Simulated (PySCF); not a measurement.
Unknown compound

An unknown has the formula C$_{4}$H$_{5}$N. Its calculated NMR data are:

$^{1}$H NMR (300 MHz, computed): δ 5.91 (ddt, J = 17.9, 11.2, 8.6 Hz, 1H), 5.29 (dq, J = 11.2, 1.6 Hz, 1H), 5.26 (dq, J = 17.9, 1.7 Hz, 1H), 3.07 (dt, J = 8.6, 1.8 Hz, 2H).

$^{13}$C{$^{1}$H} NMR (computed): δ 130.9 (CH), 119.2 (CH2), 111.6 (C), 26.3 (CH2).

Level of theory: J: B3LYP/pcJ-1 (spin–dipole term only in couplings to heteroatoms), NMR shieldings at KT3/pcSseg-2/GIAO, PBE0-D3(BJ)/def2-SVP geometry, in PySCF 2.14 (a single conformation, isolated molecule, fast rotation and ring inversion assumed for equivalent nuclei, non-relativistic).

Referencing at the same level of theory: $^{1}$H (σref 31.35) and $^{13}$C (σref 181.31) against TMS.

Question: Deduce the structure.

Answer: 
- The formula gives 3 degrees of unsaturation (no ring in the answer).
- 4 carbon signals for 4 carbons: no two carbons are equivalent.
- Carbon types of the structure: 1 × C, 1 × CH, 2 × CH2, which accounts for all hydrogens.
- δC 130.9: alkene CH; the olefinic region.
- δC 119.2: terminal =CH2 carbon; as expected for a trigonal carbon in a double bond.
- δC 111.6: nitrile carbon; C≡N carbons fall here, among the sp2 signals but without a proton.
- δC 26.3: allylic sp3 CH2; saturated and bonded to C and H only.
- δH 5.91: hydrogen on an alkene CH; a vinylic proton, deshielded by the sp2 carbon and the C=C anisotropy.
- δH 5.29, 5.26: hydrogen on a terminal =CH2 carbon; olefinic region.
- δH 3.07: hydrogen on an allylic sp3 CH2; allylic position.
- The protons at 5.26 and 5.91 share a coupling of 17.9 Hz (vicinal, trans across C=C).
- The protons at 5.29 and 5.91 share a coupling of 11.2 Hz (vicinal, cis across C=C).
- The protons at 5.91 and 3.07 share a coupling of 8.6 Hz (vicinal).

The compound is `C(C=C)C#N`.

The data come from this structure; uniqueness wasn't tested.

Splittings below 1 Hz are ignored in the labels, and close J values are merged. Unscaled 3J(H,H) at this level run about 10 % above measured values. Shifts are as computed, not scaled to solution data. Of 1211 compounds with measured shifts, 218 miss one by over three times the rms of a fit or turn the order of signals round; such compounds aren't used in these exercises. Couplings across =CH–CH2 type bonds come from one rotamer and its mirror image, and can be 1–2 Hz further off.
